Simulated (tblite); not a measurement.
Species: C4H2N (doublet state).
Bonds: N1–C2 (triple), C2–C3, C3–C4 (double), C4–C5, C3–C5. Hydrogens: H6 on C4; H7 on C5.

The geometry is computed with GFN2-xTB (gas phase). This method treats the open shell by occupation alone, without spin polarisation.

Q: Give the optimised bond lengths and angles.

A: 
| bond | length (Å) |
| --- | --- |
| N1≡C2 | 1.168 |
| C2–C3 | 1.332 |
| C3=C4, C3–C5 | 1.456 |
| C4–C5 | 1.323 |
| C4–H6, C5–H7 | 1.062 |

Bonds in one row agree within 0.01 Å and their mean is given. A selection of angles:
| angle | degrees |
| --- | --- |
| N1–C2–C3 | 179.9 |
| C2–C3–C4 | 153.2 |
| C4–C3–C5 | 54.1 |
| C3–C4–C5 | 63.0 |
| C3–C4–H6 | 146.3 |
| C5–C4–H6 | 150.7 |

Torsions: C2–C3–C4–C5 180° (antiperiplanar); C2–C3–C5–C4 180° (antiperiplanar).

C3 (carbon bonded to 3 C) has angles 153.2°, 152.8° and 54.1°, sum 360.0°, 0.00 Å off the plane of its three neighbours. The 5 heavy atoms lie in one plane (0.001 Å rms). The 3-membered ring C3–C4–C5 has internal angles of 54.1° to 63.0°. The C–C distances run from 1.323 Å (C4–C5, drawn single in a drawing that doesn't fit all lengths) to 1.456 Å (C3=C4, drawn double in a drawing that doesn't fit all lengths), a spread of 0.133 Å. C4 (carbon bonded to 2 C and H) has angles 150.7°, 146.3° and 63.0°, sum 360.0°, 0.00 Å off the plane of its three neighbours.

Point group: C2v (tolerance 0.08 Å). Its GFN2-xTB frequencies are all real (lowest 99 cm⁻¹).

Time: 0.11 s. Hardware: an Arm Neoverse V1 with one thread, no GPU, shared host with 32 logical CPUs at a one-minute load of 26. That covers the optimisation of the geometry.
